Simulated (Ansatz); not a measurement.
# SiNH₄ (doublet): from Hartree-Fock to the top rungs at a displaced geometry (v1), cc-pVDZ

One table from this session's results is given with a row withheld; the runs are named, their logs left out.

Program: Ansatz 0.2.0, Gaussian basis. Level of theory: cc-pVDZ, core rule «outside noble gas», up to 6 orbitals frozen. These are calculated values, not measurements.

The runs, in order: UHF; CCSD(T) on ROHF; CCSD(T) on UHF; BCCD(T) on ROHF; CISD; CCSDT(Q) on ROHF; CCSDT(Q) on UHF.

21 further runs of the same task are left out: 1 for a known fault of the program, 11 that didn't finish, 9 set aside as unsound or not needed.

## The geometry

The geometry is a PBE0/def2-TZVP stationary point (not a proven minimum) with its atoms shifted at random (size 0.040 Å).

6 atoms, charge 0, spin multiplicity 2.

Atoms are counted from 1 here; the program's logs count them from 0.

Bond lengths: Si1–N2 1.736 Å, Si1–H3 1.462 Å, Si1–H4 1.444 Å, N2–H5 1.057 Å, N2–H6 1.030 Å. Angles: N2–Si1–H3 104.8°, N2–Si1–H4 107.6°, H3–Si1–H4 110.9°, Si1–N2–H5 122.1°, Si1–N2–H6 120.2°, H5–N2–H6 104.4°.

The first run:

in.yaml

```yaml
crystal:
  periodic: [false, false, false]
  atoms:
    - {symbol: Si, position_ang: [-0.087319, 0.004824, 0.602887]}
    - {symbol: N, position_ang: [0.115276, -0.011318, -1.121367]}
    - {symbol: H, position_ang: [0.629615, -1.178832, 1.074804]}
    - {symbol: H, position_ang: [0.526838, 1.212002, 1.104607]}
    - {symbol: H, position_ang: [-0.194504, -0.828716, -1.716328]}
    - {symbol: H, position_ang: [-0.130794, 0.818411, -1.679143]}
basis:
  gaussian: {orbitals: cc-pVDZ}
magnetization: {spin_polarized: true, initial_magnetization: 1}
hamiltonian: {xc: hf}
output: {orbitals: {seedname: orbitals}}
```

Run with:

```bash
$ ansatz run in.yaml --threads 1 --pin off --events-out ev --progress --plain --max-ram 2393MiB
```

Among the steps run: UHF; CCSD(T) on ROHF; CCSD(T) on UHF; BCCD(T) on ROHF; CISD; CCSDT(Q) on ROHF; CCSDT(Q) on UHF.

One of the session's tables, all rows but one given; the rest of the session is left out.

It belongs to the step «Misses and costs». 

| method | from UCCSDT(Q) (meV) |
| --- | --- |
| ROHF | +8296.6 |
| UHF | +8248.5 |
| RMP2 | +1081.5 |
| UMP2 | +1073.8 |
| CISD | +900.7 |
| RCCSD | +234.7 |
| UCCSD | +233.3 |
| RCCSD(T) | +37.3 |
| UCCSD(T) | +37.0 |
| BCCD(T) | ? |
| RCCSDT | +16.4 |
| UCCSDT | +16.2 |
| RCCSDT(Q) | +1.2 |
| UCCSDT(Q) | 0 |

Estimate the missing values for BCCD(T).

As computed: from UCCSDT(Q) (meV): +36.5. In the column «from UCCSDT(Q) (meV)» it lies between RCCSDT (+16.4) and UCCSD(T) (+37.0).

To keep in mind: Restricted and unrestricted rows rest on different reference determinants; where their highest levels disagree by more than a few hundredths of an eV, they describe different states and don't form one ladder.
